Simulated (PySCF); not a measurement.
# H₄ClO+, an ion with solvent molecules: interaction energy, part 3 of 3

PySCF 2.14.0. Atoms count from 0, parts from 1. Earlier steps stand in the parts before.

### Step 8. Coupled-cluster interaction energy: CCSD(T) and MP2, 1.67 Å

Job settings and geometry (Å):

```
{"job": {"kind": "intercc", "basis": "aug-cc-pVDZ", "basis_mid": "aug-cc-pVTZ", "basis_large": "aug-cc-pVQZ"}, "charge": 1, "multiplicity": 1, "parts": [{"atoms": "0-3", "charge": 1, "multiplicity": 1}, {"atoms": "4-5", "charge": 0, "multiplicity": 1}]}
O      0.115489     0.055505     0.111959
H     -0.573759     0.747355    -0.256962
H     -0.168989    -0.865542    -0.029719
H      1.014177     0.199041    -0.236166
Cl    -1.679103     1.854396    -0.835004
H     -2.082199     2.341654     0.289773
```

Method: CCSD(T)/aug-cc-pVDZ and MP2/aug-cc-pVTZ, aug-cc-pVQZ counterpoise interaction energy, frozen core, gas phase.

The program printed:

```text
part 1, own basis, geometry of the cluster: E = -76.3347114181 (as before)

part 2, own basis, geometry of the cluster: E = -460.1072889825 (as before)

part 1, own basis, relaxed alone: E = -76.3397526819 (as before)

part 2, own basis, relaxed alone: E = -460.1075273117 (as before)

cluster
final grid: 5192 points
cycle   1  E = -536.4515256230  dE = -4.720e-02  |g| = 1.094e-01  |ddm| = 1.017e+00
cycle   2  E = -536.4559867981  dE = -4.461e-03  |g| = 3.564e-02  |ddm| = 2.386e-01
cycle   3  E = -536.4566139399  dE = -6.271e-04  |g| = 1.478e-02  |ddm| = 6.690e-02
cycle   4  E = -536.4567556813  dE = -1.417e-04  |g| = 2.385e-03  |ddm| = 4.650e-02
cycle   5  E = -536.4567597128  dE = -4.031e-06  |g| = 4.879e-04  |ddm| = 6.300e-03
cycle   6  E = -536.4567598634  dE = -1.506e-07  |g| = 1.457e-04  |ddm| = 1.097e-03
cycle   7  E = -536.4567598763  dE = -1.286e-08  |g| = 3.717e-05  |ddm| = 3.288e-04
cycle   8  E = -536.4567598772  dE = -9.196e-10  |g| = 1.291e-05  |ddm| = 9.149e-05
converged SCF energy = -536.4567598772

part 1 in the basis of the cluster
final grid: 5192 points
cycle   1  E = -76.3347967982  dE = -8.859e-05  |g| = 1.832e-03  |ddm| = 3.212e-01
cycle   2  E = -76.3347976824  dE = -8.842e-07  |g| = 2.068e-04  |ddm| = 2.966e-02
cycle   3  E = -76.3347976964  dE = -1.399e-08  |g| = 1.452e-05  |ddm| = 3.518e-03
cycle   4  E = -76.3347976965  dE = -9.896e-11  |g| = 3.231e-06  |ddm| = 1.066e-04
converged SCF energy = -76.3347976965

part 2 in the basis of the cluster
final grid: 5192 points
cycle   1  E = -460.1073944447  dE = -1.068e-04  |g| = 2.197e-03  |ddm| = 3.582e-01
cycle   2  E = -460.1073962080  dE = -1.763e-06  |g| = 3.272e-04  |ddm| = 5.012e-02
cycle   3  E = -460.1073962617  dE = -5.373e-08  |g| = 2.993e-05  |ddm| = 8.819e-03
cycle   4  E = -460.1073962623  dE = -5.451e-10  |g| = 7.659e-06  |ddm| = 3.746e-04
converged SCF energy = -460.1073962623

Interaction energy (kcal/mol)
  counterpoise      -14.414
  uncorrected       -15.734
  dispersion part     0.000
  deformation         2.098
  binding           -12.316

Decomposition of the uncorrected value (kcal/mol)
  electrostatic     -13.791
  Pauli              37.430
  orbital           -32.904
  dispersion          0.000
  correlation        -6.470

Charge of each part in the cluster: 0.901 0.099
part 1, own basis, geometry of the cluster: E = -76.3403041214 (as before)

part 2, own basis, geometry of the cluster: E = -460.1110454177 (as before)

part 1, own basis, relaxed alone: E = -76.3454431718 (as before)

part 2, own basis, relaxed alone: E = -460.1113072614 (as before)

cluster
final grid: 5192 points
cycle   1  E = -536.4608928301  dE = -4.679e-02  |g| = 1.146e-01  |ddm| = 1.141e+00
cycle   2  E = -536.4653719056  dE = -4.479e-03  |g| = 3.827e-02  |ddm| = 2.181e-01
cycle   3  E = -536.4659992921  dE = -6.274e-04  |g| = 1.547e-02  |ddm| = 7.099e-02
cycle   4  E = -536.4661573398  dE = -1.580e-04  |g| = 2.499e-03  |ddm| = 4.784e-02
cycle   5  E = -536.4661616955  dE = -4.356e-06  |g| = 5.553e-04  |ddm| = 7.100e-03
cycle   6  E = -536.4661618826  dE = -1.871e-07  |g| = 1.675e-04  |ddm| = 1.299e-03
cycle   7  E = -536.4661618989  dE = -1.623e-08  |g| = 4.366e-05  |ddm| = 3.994e-04
cycle   8  E = -536.4661619000  dE = -1.138e-09  |g| = 1.578e-05  |ddm| = 1.050e-04
cycle   9  E = -536.4661619001  dE = -1.157e-10  |g| = 4.257e-06  |ddm| = 3.313e-05
converged SCF energy = -536.4661619001

part 1 in the basis of the cluster
final grid: 5192 points
cycle   1  E = -76.3403277127  dE = -2.715e-05  |g| = 9.173e-04  |ddm| = 4.655e-01
cycle   2  E = -76.3403279105  dE = -1.978e-07  |g| = 8.914e-05  |ddm| = 3.710e-02
cycle   3  E = -76.3403279129  dE = -2.404e-09  |g| = 5.017e-06  |ddm| = 3.874e-03
cycle   4  E = -76.3403279129  dE = -9.976e-12  |g| = 1.484e-06  |ddm| = 1.166e-04
converged SCF energy = -76.3403279129

part 2 in the basis of the cluster
final grid: 5192 points
cycle   1  E = -460.1110802878  dE = -3.544e-05  |g| = 1.167e-03  |ddm| = 4.252e-01
cycle   2  E = -460.1110808198  dE = -5.321e-07  |g| = 1.623e-04  |ddm| = 5.453e-02
cycle   3  E = -460.1110808345  dE = -1.464e-08  |g| = 1.465e-05  |ddm| = 8.683e-03
cycle   4  E = -460.1110808346  dE = -1.403e-10  |g| = 2.764e-06  |ddm| = 3.543e-04
converged SCF energy = -460.1110808346

Interaction energy (kcal/mol)
  counterpoise      -14.971
  uncorrected       -15.737
  dispersion part     0.000
  deformation         2.223
  binding           -12.748

Decomposition of the uncorrected value (kcal/mol)
  electrostatic     -13.779
  Pauli              37.152
  orbital           -32.670
  dispersion          0.000
  correlation        -6.440

Charge of each part in the cluster: 0.901 0.099
part 1 in the basis of the cluster: E(HF) = -76.313067967  E2 = -0.214509004  E(CCSD corr) = -0.225161423  (T) = -0.004503924
part 2 in the basis of the cluster: E(HF) = -460.092934690  E2 = -0.161372964  E(CCSD corr) = -0.178019376  (T) = -0.004208164
cluster: E(HF) = -536.419573188  E2 = -0.382360270  E(CCSD corr) = -0.407553011  (T) = -0.009690234

Counterpoise interaction energy (kcal/mol)
  hf_small                  -8.516
  mp2_small                -12.581
  ccsd_small               -11.259
  ccsdt_small              -11.873
  hf_large                  -9.258
  mp2_large                -14.971
  hf_middle                 -9.140
  mp2_middle               -14.414
  scs_mp2_large            -13.516
  mp2_limit                -15.291
  ccsdt_less_mp2             0.708
  ccsdt_limit_estimate     -14.583
  bsse_mp2_large             0.767
```

Wall time 60 s (1 thread of Arm Neoverse N1, shared host); peak memory 0.58 GiB.

Contacts at this geometry (a selection, picked against the atoms' radii; other short pairs can be missing):

```csv
atoms,distance (Å),kind (by distance and angle),angle (°)
H1···Cl4,1.67,hydrogen bond,180
```

Differences are taken before rounding.

```csv
method,interaction energy (kcal/mol),"from CCSD(T), limit estimate (kcal/mol)"
HF/aug-cc-pVDZ,-8.52,+6.07
MP2/aug-cc-pVDZ,-12.58,+2.00
CCSD/aug-cc-pVDZ,-11.26,+3.32
CCSD(T)/aug-cc-pVDZ,-11.87,+2.71
HF/aug-cc-pVQZ,-9.26,+5.33
MP2/aug-cc-pVQZ,-14.97,-0.39
SCS-MP2/aug-cc-pVQZ,-13.52,+1.07
"MP2, extrapolated",-15.29,-0.71
"CCSD(T), limit estimate",-14.58,0
```

These energies keep the parts at their geometry in the cluster; deforming them to it costs 2.22 kcal/mol (MP2).

### Step 9. Coupled-cluster interaction energy: CCSD(T) and MP2, 2.78 Å

The job, as its differences from that of step 8:

```diff
@@ -5,3 +5,3 @@
 H      1.014177     0.199041    -0.236166
-Cl    -1.679103     1.854396    -0.835004
-H     -2.082199     2.341654     0.289773
+Cl    -2.415999     2.592422    -1.220366
+H     -2.819095     3.079682    -0.095588
```

Method: CCSD(T)/aug-cc-pVDZ and MP2/aug-cc-pVTZ, aug-cc-pVQZ counterpoise interaction energy, frozen core, gas phase.

The program printed:

```text
part 1, own basis, geometry of the cluster: E = -76.3347114181 (as before)

part 2, own basis, geometry of the cluster: E = -460.1072889825 (as before)

part 1, own basis, relaxed alone: E = -76.3397526819 (as before)

part 2, own basis, relaxed alone: E = -460.1075273117 (as before)

cluster
final grid: 5192 points
cycle   1  E = -536.4537152772  dE = -6.121e-03  |g| = 3.529e-02  |ddm| = 3.787e-01
cycle   2  E = -536.4543290509  dE = -6.138e-04  |g| = 1.140e-02  |ddm| = 8.690e-02
cycle   3  E = -536.4544136613  dE = -8.461e-05  |g| = 4.465e-03  |ddm| = 2.283e-02
cycle   4  E = -536.4544332433  dE = -1.958e-05  |g| = 6.593e-04  |ddm| = 1.653e-02
cycle   5  E = -536.4544335209  dE = -2.776e-07  |g| = 1.895e-04  |ddm| = 2.090e-03
cycle   6  E = -536.4544335353  dE = -1.439e-08  |g| = 5.315e-05  |ddm| = 3.944e-04
cycle   7  E = -536.4544335365  dE = -1.189e-09  |g| = 1.634e-05  |ddm| = 1.110e-04
cycle   8  E = -536.4544335366  dE = -1.226e-10  |g| = 4.309e-06  |ddm| = 2.997e-05
converged SCF energy = -536.4544335366

part 1 in the basis of the cluster
final grid: 5192 points
cycle   1  E = -76.3347409359  dE = -2.999e-05  |g| = 9.876e-04  |ddm| = 1.720e-01
cycle   2  E = -76.3347412377  dE = -3.018e-07  |g| = 1.147e-04  |ddm| = 1.740e-02
cycle   3  E = -76.3347412424  dE = -4.761e-09  |g| = 8.206e-06  |ddm| = 2.249e-03
cycle   4  E = -76.3347412425  dE = -3.095e-11  |g| = 2.547e-06  |ddm| = 7.395e-05
converged SCF energy = -76.3347412425

part 2 in the basis of the cluster
final grid: 5192 points
cycle   1  E = -460.1073391998  dE = -5.111e-05  |g| = 1.489e-03  |ddm| = 1.776e-01
cycle   2  E = -460.1073401409  dE = -9.411e-07  |g| = 2.366e-04  |ddm| = 2.273e-02
cycle   3  E = -460.1073401717  dE = -3.078e-08  |g| = 2.211e-05  |ddm| = 3.886e-03
cycle   4  E = -460.1073401720  dE = -3.384e-10  |g| = 4.205e-06  |ddm| = 1.600e-04
converged SCF energy = -460.1073401720

Interaction energy (kcal/mol)
  counterpoise       -8.527
  uncorrected        -8.812
  dispersion part     0.000
  deformation         2.098
  binding            -6.428

Decomposition of the uncorrected value (kcal/mol)
  electrostatic      -4.316
  Pauli               0.805
  orbital            -4.292
  dispersion          0.000
  correlation        -1.009

Charge of each part in the cluster: 0.983 0.017
part 1, own basis, geometry of the cluster: E = -76.3403041214 (as before)

part 2, own basis, geometry of the cluster: E = -460.1110454177 (as before)

part 1, own basis, relaxed alone: E = -76.3454431718 (as before)

part 2, own basis, relaxed alone: E = -460.1113072614 (as before)

cluster
final grid: 5192 points
cycle   1  E = -536.4630304366  dE = -6.184e-03  |g| = 3.767e-02  |ddm| = 3.605e-01
cycle   2  E = -536.4636624173  dE = -6.320e-04  |g| = 1.267e-02  |ddm| = 8.592e-02
cycle   3  E = -536.4637484196  dE = -8.600e-05  |g| = 4.772e-03  |ddm| = 2.798e-02
cycle   4  E = -536.4637710191  dE = -2.260e-05  |g| = 7.105e-04  |ddm| = 1.983e-02
cycle   5  E = -536.4637713277  dE = -3.086e-07  |g| = 2.067e-04  |ddm| = 2.384e-03
cycle   6  E = -536.4637713448  dE = -1.718e-08  |g| = 5.954e-05  |ddm| = 5.163e-04
cycle   7  E = -536.4637713463  dE = -1.481e-09  |g| = 1.825e-05  |ddm| = 1.300e-04
cycle   8  E = -536.4637713465  dE = -1.510e-10  |g| = 4.814e-06  |ddm| = 3.805e-05
converged SCF energy = -536.4637713465

part 1 in the basis of the cluster
final grid: 5192 points
cycle   1  E = -76.3403142448  dE = -1.078e-05  |g| = 5.594e-04  |ddm| = 1.450e-01
cycle   2  E = -76.3403143339  dE = -8.913e-08  |g| = 5.733e-05  |ddm| = 1.256e-02
cycle   3  E = -76.3403143350  dE = -1.108e-09  |g| = 2.866e-06  |ddm| = 1.367e-03
cycle   4  E = -76.3403143350  dE = -2.643e-12  |g| = 6.841e-07  |ddm| = 2.957e-05
converged SCF energy = -76.3403143350

part 2 in the basis of the cluster
final grid: 5192 points
cycle   1  E = -460.1110616645  dE = -1.687e-05  |g| = 8.065e-04  |ddm| = 1.895e-01
cycle   2  E = -460.1110619582  dE = -2.937e-07  |g| = 1.215e-04  |ddm| = 2.116e-02
cycle   3  E = -460.1110619670  dE = -8.733e-09  |g| = 1.053e-05  |ddm| = 3.388e-03
cycle   4  E = -460.1110619670  dE = -7.913e-11  |g| = 1.640e-06  |ddm| = 1.405e-04
converged SCF energy = -460.1110619670

Interaction energy (kcal/mol)
  counterpoise       -8.581
  uncorrected        -8.714
  dispersion part     0.000
  deformation         2.223
  binding            -6.358

Decomposition of the uncorrected value (kcal/mol)
  electrostatic      -4.280
  Pauli               0.830
  orbital            -4.346
  dispersion          0.000
  correlation        -0.918

Charge of each part in the cluster: 0.983 0.017
part 1 in the basis of the cluster: E(HF) = -76.312905198  E2 = -0.214311097  E(CCSD corr) = -0.224969001  (T) = -0.004478456
part 2 in the basis of the cluster: E(HF) = -460.092687981  E2 = -0.159724043  E(CCSD corr) = -0.176246301  (T) = -0.004028483
cluster: E(HF) = -536.417877925  E2 = -0.375105657  E(CCSD corr) = -0.401975621  (T) = -0.008732697

Counterpoise interaction energy (kcal/mol)
  hf_small                  -7.709
  mp2_small                 -8.381
  ccsd_small                -8.186
  ccsdt_small               -8.328
  hf_large                  -7.778
  mp2_large                 -8.581
  hf_middle                 -7.751
  mp2_middle                -8.527
  scs_mp2_large             -8.346
  mp2_limit                 -8.601
  ccsdt_less_mp2             0.053
  ccsdt_limit_estimate      -8.548
  bsse_mp2_large             0.133
```

It took 58 s on 1 thread of Arm Neoverse N1, shared host; peak memory 0.58 GiB.

Contacts at this geometry (a selection, picked against the atoms' radii; other short pairs can be missing):

```csv
atoms,distance (Å),kind (by distance and angle),angle (°)
H1···Cl4,2.78,hydrogen bond,180
```

```csv
method,interaction energy (kcal/mol),"from CCSD(T), limit estimate (kcal/mol)"
HF/aug-cc-pVDZ,-7.71,+0.84
MP2/aug-cc-pVDZ,-8.38,+0.17
CCSD/aug-cc-pVDZ,-8.19,+0.36
CCSD(T)/aug-cc-pVDZ,-8.33,+0.22
HF/aug-cc-pVQZ,-7.78,+0.77
MP2/aug-cc-pVQZ,-8.58,-0.03
SCS-MP2/aug-cc-pVQZ,-8.35,+0.20
"MP2, extrapolated",-8.60,-0.05
"CCSD(T), limit estimate",-8.55,0
```

These energies keep the parts at their geometry in the cluster; deforming them to it costs 2.22 kcal/mol (MP2).

### Step 10. Coupled-cluster interaction energy: CCSD(T) and MP2, 3.71 Å

The job, as its differences from that of step 9:

```diff
@@ -5,3 +5,3 @@
 H      1.014177     0.199041    -0.236166
-Cl    -2.415999     2.592422    -1.220366
-H     -2.819095     3.079682    -0.095588
+Cl    -3.030079     3.207445    -1.541500
+H     -3.433175     3.694704    -0.416723
```

With the program's defaults for keys left out, this is: CCSD(T)/aug-cc-pVDZ and MP2/aug-cc-pVTZ, aug-cc-pVQZ counterpoise interaction energy, frozen core, gas phase.

The program printed:

```text
part 1, own basis, geometry of the cluster: E = -76.3347114181 (as before)

part 2, own basis, geometry of the cluster: E = -460.1072889825 (as before)

part 1, own basis, relaxed alone: E = -76.3397526819 (as before)

part 2, own basis, relaxed alone: E = -460.1075273117 (as before)

cluster
final grid: 5192 points
cycle   1  E = -536.4473469141  dE = -1.897e-03  |g| = 1.935e-02  |ddm| = 1.773e-01
cycle   2  E = -536.4475200951  dE = -1.732e-04  |g| = 5.881e-03  |ddm| = 4.464e-02
cycle   3  E = -536.4475412600  dE = -2.116e-05  |g| = 2.109e-03  |ddm| = 1.221e-02
cycle   4  E = -536.4475459924  dE = -4.732e-06  |g| = 3.022e-04  |ddm| = 9.192e-03
cycle   5  E = -536.4475460508  dE = -5.841e-08  |g| = 8.255e-05  |ddm| = 8.970e-04
cycle   6  E = -536.4475460543  dE = -3.521e-09  |g| = 1.605e-05  |ddm| = 2.001e-04
cycle   7  E = -536.4475460545  dE = -1.792e-10  |g| = 3.959e-06  |ddm| = 4.945e-05
converged SCF energy = -536.4475460545

part 1 in the basis of the cluster
final grid: 5192 points
cycle   1  E = -76.3347215625  dE = -1.047e-05  |g| = 5.601e-04  |ddm| = 1.125e-01
cycle   2  E = -76.3347216635  dE = -1.010e-07  |g| = 6.113e-05  |ddm| = 1.067e-02
cycle   3  E = -76.3347216648  dE = -1.329e-09  |g| = 4.533e-06  |ddm| = 1.244e-03
cycle   4  E = -76.3347216648  dE = -6.054e-12  |g| = 2.250e-06  |ddm| = 2.791e-05
converged SCF energy = -76.3347216648

part 2 in the basis of the cluster
final grid: 5192 points
cycle   1  E = -460.1073089135  dE = -2.033e-05  |g| = 8.565e-04  |ddm| = 1.012e-01
cycle   2  E = -460.1073092500  dE = -3.365e-07  |g| = 1.291e-04  |ddm| = 1.187e-02
cycle   3  E = -460.1073092598  dE = -9.848e-09  |g| = 1.110e-05  |ddm| = 2.056e-03
cycle   4  E = -460.1073092599  dE = -8.299e-11  |g| = 1.900e-06  |ddm| = 1.160e-04
converged SCF energy = -460.1073092599

Interaction energy (kcal/mol)
  counterpoise       -3.554
  uncorrected        -3.626
  dispersion part     0.000
  deformation         2.098
  binding            -1.456

Decomposition of the uncorrected value (kcal/mol)
  electrostatic      -2.192
  Pauli               0.027
  orbital            -1.315
  dispersion          0.000
  correlation        -0.146

Charge of each part in the cluster: 0.997 0.003
part 1, own basis, geometry of the cluster: E = -76.3403041214 (as before)

part 2, own basis, geometry of the cluster: E = -460.1110454177 (as before)

part 1, own basis, relaxed alone: E = -76.3454431718 (as before)

part 2, own basis, relaxed alone: E = -460.1113072614 (as before)

cluster
final grid: 5192 points
cycle   1  E = -536.4566678320  dE = -1.891e-03  |g| = 2.080e-02  |ddm| = 2.197e-01
cycle   2  E = -536.4568437982  dE = -1.760e-04  |g| = 6.658e-03  |ddm| = 4.451e-02
cycle   3  E = -536.4568651940  dE = -2.140e-05  |g| = 2.245e-03  |ddm| = 1.317e-02
cycle   4  E = -536.4568705612  dE = -5.367e-06  |g| = 3.245e-04  |ddm| = 9.306e-03
cycle   5  E = -536.4568706236  dE = -6.237e-08  |g| = 8.779e-05  |ddm| = 1.158e-03
cycle   6  E = -536.4568706275  dE = -3.909e-09  |g| = 1.802e-05  |ddm| = 2.917e-04
cycle   7  E = -536.4568706277  dE = -2.074e-10  |g| = 4.321e-06  |ddm| = 6.498e-05
converged SCF energy = -536.4568706277

part 1 in the basis of the cluster
final grid: 5192 points
cycle   1  E = -76.3403077058  dE = -4.050e-06  |g| = 3.236e-04  |ddm| = 1.050e-01
cycle   2  E = -76.3403077392  dE = -3.337e-08  |g| = 3.286e-05  |ddm| = 9.391e-03
cycle   3  E = -76.3403077396  dE = -3.853e-10  |g| = 1.481e-06  |ddm| = 1.022e-03
converged SCF energy = -76.3403077396

part 2 in the basis of the cluster
final grid: 5192 points
cycle   1  E = -460.1110530346  dE = -7.962e-06  |g| = 5.553e-04  |ddm| = 1.137e-01
cycle   2  E = -460.1110531967  dE = -1.621e-07  |g| = 8.981e-05  |ddm| = 1.361e-02
cycle   3  E = -460.1110532018  dE = -5.091e-09  |g| = 7.365e-06  |ddm| = 2.203e-03
cycle   4  E = -460.1110532018  dE = -3.661e-11  |g| = 1.036e-06  |ddm| = 6.993e-05
converged SCF energy = -460.1110532018

Interaction energy (kcal/mol)
  counterpoise       -3.563
  uncorrected        -3.599
  dispersion part     0.000
  deformation         2.223
  binding            -1.340

Decomposition of the uncorrected value (kcal/mol)
  electrostatic      -2.180
  Pauli               0.029
  orbital            -1.314
  dispersion          0.000
  correlation        -0.134

Charge of each part in the cluster: 0.997 0.003
part 1 in the basis of the cluster: E(HF) = -76.312874790  E2 = -0.214215231  E(CCSD corr) = -0.224879760  (T) = -0.004466253
part 2 in the basis of the cluster: E(HF) = -460.092537374  E2 = -0.159397245  E(CCSD corr) = -0.175901354  (T) = -0.003992177
cluster: E(HF) = -536.410992094  E2 = -0.373744352  E(CCSD corr) = -0.400805087  (T) = -0.008485785

Counterpoise interaction energy (kcal/mol)
  hf_small                  -3.502
  mp2_small                 -3.584
  ccsd_small                -3.517
  ccsdt_small               -3.534
  hf_large                  -3.457
  mp2_large                 -3.563
  hf_middle                 -3.461
  mp2_middle                -3.554
  scs_mp2_large             -3.503
  mp2_limit                 -3.572
  ccsdt_less_mp2             0.051
  ccsdt_limit_estimate      -3.521
  bsse_mp2_large             0.036
```

It took 61 s on 1 thread of Arm Neoverse N1, shared host; peak memory 0.58 GiB.

Contacts at this geometry (a selection, picked against the atoms' radii; other short pairs can be missing):

```csv
atoms,distance (Å),kind (by distance and angle),angle (°)
H1···Cl4,3.71,beyond van der Waals contact,–
```

```csv
method,interaction energy (kcal/mol),"from CCSD(T), limit estimate (kcal/mol)"
HF/aug-cc-pVDZ,-3.50,+0.02
MP2/aug-cc-pVDZ,-3.58,-0.06
CCSD/aug-cc-pVDZ,-3.52,0.00
CCSD(T)/aug-cc-pVDZ,-3.53,-0.01
HF/aug-cc-pVQZ,-3.46,+0.06
MP2/aug-cc-pVQZ,-3.56,-0.04
SCS-MP2/aug-cc-pVQZ,-3.50,+0.02
"MP2, extrapolated",-3.57,-0.05
"CCSD(T), limit estimate",-3.52,0
```

These energies keep the parts at their geometry in the cluster; deforming them to it costs 2.22 kcal/mol (MP2).

### Step 11. The curve

Counterpoise interaction energies (kcal/mol):

```csv
H1···Cl4 (Å),HF,MP2 limit,CCSD(T) estimate,time
1.67,-9.26,-15.29,-14.58,60 s
1.76,-11.76,-16.99,-16.42,62 s
1.85,-13.04,-17.55,-17.10,67 s
1.95,-13.50,-17.37,-17.01,58 s
2.04,-13.42,-16.72,-16.45,56 s
2.32,-11.60,-13.62,-13.49,59 s
2.78,-7.78,-8.60,-8.55,58 s
3.71,-3.46,-3.57,-3.52,61 s
```

### Step 12. Outcome

What follows sums up all 3 parts.

| quantity | value |
| --- | --- |
| point group | C1 |
| rotational constants (main isotopes) | 160.32, 4.75, 4.72 GHz |
| CCSD(T) estimate at 1.67 Å | -14.58 kcal/mol |
| CCSD(T) estimate at 1.76 Å | -16.42 kcal/mol |
| CCSD(T) estimate at 1.85 Å | -17.10 kcal/mol |
| CCSD(T) estimate at 1.95 Å | -17.01 kcal/mol |
| CCSD(T) estimate at 2.04 Å | -16.45 kcal/mol |
| CCSD(T) estimate at 2.32 Å | -13.49 kcal/mol |
| CCSD(T) estimate at 2.78 Å | -8.55 kcal/mol |
| CCSD(T) estimate at 3.71 Å | -3.52 kcal/mol |

Over 7 steps the energy fell by 0.071 eV; of the close pairs, O0–H1 changed most, 1.115 to 1.044 Å. Along the rigid scan the CCSD(T) estimate is lowest at 1.85 Å (-17.10 kcal/mol), where MP2 at the limit misses it by -0.45 and Hartree-Fock by +4.06.
